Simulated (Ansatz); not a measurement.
**CH2FO radical: a ladder of functionals and wavefunction methods**

The task here is to estimate one member of a computed series from the others.

The runs use Ansatz 0.2.0, Gaussian basis; functionals in def2-TZVPP, the program's frozen cores in correlated methods.

Levels to be run: LDA (SPW92), PBE-D4, revPBE-D4, BLYP-D4, r2SCAN-D4, B97M-V, PBE0-D4, B3LYP-D4, r2SCANh-D4, r2SCAN0-D4, HSE06-D4, BHLYP-D4, CAM-B3LYP-D4, LC-ωPBE, ωB97X-V, ωB97M-V, B2PLYP, PBE-QIDH; CCSD(T)/def2-SVP; CCSD(T)/def2-TZVPP; CCSD(T)/def2-QZVPP; extrapolation to the limit.

2 further runs of the same task are left out: 2 set aside as unsound or not needed.

## The geometry

All runs share one geometry, relaxed beforehand with PBE0-D4 in a triple-zeta def2 set.

SMILES `[O]CF`, 5 atoms, charge 0, spin multiplicity 2.

Atoms are counted from 1 here; the program's logs count them from 0.

Bond lengths: O1–C2 1.303 Å, C2–F3 1.376 Å, C2–H4 1.109 Å, C2–H5 1.109 Å. Angles: O1–C2–F3 115.3°, O1–C2–H4 109.4°, O1–C2–H5 109.4°, F3–C2–H4 107.5°, F3–C2–H5 107.5°, H4–C2–H5 107.3°.

As a file:

```xyz
5

O    -1.12271    0.20273    0.60997
C    -0.00956   -0.01228   -0.03305
F     1.10551   -0.17466    0.75717
H    -0.11294   -0.92485   -0.65522
H     0.18950    0.83545   -0.72027
```

The first run:

File in.yaml:

```yaml
crystal:
  periodic: [false, false, false]
  atoms:
    - {symbol: O, position_ang: [-1.122708, 0.202735, 0.609972]}
    - {symbol: C, position_ang: [-0.009561, -0.012283, -0.033048]}
    - {symbol: F, position_ang: [1.105506, -0.174662, 0.757168]}
    - {symbol: H, position_ang: [-0.112936, -0.924845, -0.655221]}
    - {symbol: H, position_ang: [0.189500, 0.835455, -0.720270]}
basis:
  gaussian: {orbitals: def2-TZVPP}
magnetization: {spin_polarized: true, initial_magnetization: 1}
hamiltonian: {xc: lda}
output: {orbitals: {seedname: orbitals}}
```

Command:

```bash
ansatz run in.yaml --threads 2 --pin off --events-out ev --progress --plain --max-ram 20480MiB --backend cpu
```

Among the steps run: LDA; PBE-D4 (GGA); revPBE-D4 (GGA); BLYP-D4 (GGA); r2SCAN-D4 (meta-GGA); B97M-V (meta-GGA); PBE0-D4 (hybrid); B3LYP-D4 (hybrid); r2SCANh-D4 (hybrid); r2SCAN0-D4 (hybrid); HSE06-D4 (hybrid); BHLYP-D4 (hybrid); CAM-B3LYP-D4 (range-separated); LC-ωPBE (range-separated); ωB97X-V (range-separated); ωB97M-V (range-separated); B2PLYP (double hybrid); PBE-QIDH (double hybrid).

One table of the session follows, with a row left open; its other results are not shown here.

It belongs to the step «Orbital energies across the functionals». 

| functional | HOMO (eV) | LUMO (eV) | gap (eV) |
| --- | --- | --- | --- |
| LDA (SPW92) | -7.50 | -6.31 | 1.19 |
| PBE-D4 | -7.44 | -5.89 | 1.55 |
| revPBE-D4 | -7.38 | -5.78 | 1.60 |
| BLYP-D4 | ? | ? | ? |
| r2SCAN-D4 | -7.93 | -5.32 | 2.60 |
| B97M-V | -8.11 | -5.37 | 2.74 |
| PBE0-D4 | -9.36 | -4.33 | 5.03 |
| B3LYP-D4 | -9.08 | -4.85 | 4.24 |
| r2SCANh-D4 | -8.63 | -4.73 | 3.90 |
| r2SCAN0-D4 | -9.69 | -3.83 | 5.86 |
| HSE06-D4 | -8.94 | -4.73 | 4.21 |
| BHLYP-D4 | -11.23 | -2.67 | 8.56 |
| CAM-B3LYP-D4 | -10.92 | -3.21 | 7.72 |
| LC-ωPBE | -12.31 | -1.82 | 10.49 |
| ωB97X-V | -11.91 | -2.05 | 9.86 |
| ωB97M-V | -11.83 | -2.09 | 9.74 |

Estimate the missing values for BLYP-D4.

Worked estimate for «HOMO (eV)». Against the share of exact exchange, B3LYP-D4 (0.2, -9.08), BHLYP-D4 (0.5, -11.23) give a slope of -7.17 per unit share; at 0 the line stands at -7.65.

**Answer.** HOMO (eV): -7.39; LUMO (eV): -5.87; gap (eV): 1.52. In «HOMO (eV)» the line misses by -0.26.
